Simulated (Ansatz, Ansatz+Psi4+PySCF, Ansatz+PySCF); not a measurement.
```xyz
6

C     0.0128    0.0269    0.0036
H     0.9043   -0.0004   -0.5445
H    -0.9049   -0.0067   -0.5750
N    -0.0116    0.0274    1.3762
H     0.8714   -0.0105    1.9182
H    -0.8510    0.0066    1.9292
```

Basis set: cc-pVTZ (spherical functions). Frozen core: 2 orbitals. Correlation on ROHF uses semicanonical orbitals with singles. Charge 0, multiplicity 2.

Computed with Ansatz (development build ahead of 0.2.0); each method stands on the lowest determinant of its kind that the runs found.

Problem. Give the atomization energy at this shape (free ground-state atoms in the same class of orbitals less the molecule, no zero-point energy) of doublet CH₄N by ROHF-MP2, UHF-MP2.

Solution.

| method | atomization energy |
| --- | --- |
| ROHF-MP2 | 1945.9 kJ/mol |
| UHF-MP2 | 1941.6 kJ/mol |

Caution: the shape is not the minimum.
